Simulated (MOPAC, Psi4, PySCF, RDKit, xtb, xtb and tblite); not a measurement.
Two geometries of SMILES C1CC1C=C (C5H8), relaxed at GFN2-xTB with one dihedral held; other torsions can differ between them too.

Structure A

```
13

C      2.2168    -0.3727    -0.2945
C      0.9931    -0.4572     0.1956
C     -0.1659     0.2877    -0.3578
C     -0.2983     1.7616    -0.0885
C     -1.2450     0.7903     0.5489
H      3.0412    -0.9223     0.1267
H      2.4395     0.2458    -1.1487
H      0.7938    -1.0784     1.0605
H     -0.4665    -0.0443    -1.3461
H      0.4489     2.2260     0.5370
H     -0.6654     2.4006    -0.8772
H     -1.1397     0.6054     1.6078
H     -2.2678     0.7649     0.2038
```

Structure B

```
13

C      2.2116    -0.3852    -0.3120
C      0.9849    -0.4391     0.1795
C     -0.1628     0.2902    -0.3768
C     -1.0941     1.0162     0.5629
C     -1.5610    -0.2138    -0.1426
H      3.0290    -0.9251     0.1338
H      2.4447     0.1963    -1.1889
H      0.7783    -1.0266     1.0652
H      0.0355     0.7713    -1.3272
H     -0.8911     0.9517     1.6212
H     -1.4836     1.9732     0.2517
H     -1.6800    -1.1183     0.4349
H     -2.2784    -0.1114    -0.9423
```

Question: Which is lower in energy at the level DF-MP2 (frozen core)/cc-pVTZ // GFN2-xTB (Psi4), and by how much?

Answer: B is lower, by 3.47 kcal/mol (dihedral C1–C2–C3–C4: -75° in A, -135° in B).

E(B) − E(A) in kcal/mol at the other levels, on the same two geometries: GFN2-xTB (xtb and tblite) -2.87; MMFF94 // GFN2-xTB (RDKit) 0.66; PBE/def2-TZVP // GFN2-xTB (Psi4) -3.76; PBE-D3(BJ)/def2-TZVP // GFN2-xTB (Psi4) -3.68; HF/cc-pVTZ // GFN2-xTB (Psi4) -3.35; UFF // GFN2-xTB (RDKit) 1.18; PM6, restricted, heats of formation // GFN2-xTB (MOPAC) -0.48; PM3, restricted, heats of formation // GFN2-xTB (MOPAC) -0.59; GFN1-xTB // GFN2-xTB (xtb) -2.47; restricted B3LYP/6-31G*, spherical d // GFN2-xTB (PySCF) -3.53.
